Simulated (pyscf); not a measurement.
Thermochemistry of product channels of H₃C–N(CH₃)–SiH₃ + H atom (H•) on the doublet surface, in kJ/mol, from ωB97M-D3(BJ)/def2-TZVP energies (ideal gas, 1 atm, RRHO with modes under 100 cm⁻¹ raised to 100, one conformer, R ln 2 for chiral ones without a mode under 150 cm⁻¹). Single points on ωB97X-D3(BJ)/def2-SVP structures (PySCF, gas phase).

```csv
products,ΔE,ΔH(298 K),ΔG(298 K),ΔG(900 K)
•H₂C–N(CH₃)–SiH₃ + hydrogen (H₂),-42.1,-49.6,-56.1,(withheld)
H₃C–N(CH₃)–SiH₂• + hydrogen (H₂),(withheld),-56.6,-61.2,-70.7
```

Problem. What belongs in the gaps?

Solution. 
- •H₂C–N(CH₃)–SiH₃ + hydrogen (H₂), ΔG(900 K): -72.1
- H₃C–N(CH₃)–SiH₂• + hydrogen (H₂), ΔE: -59.6

These are energies of the channels, which say nothing of barriers.
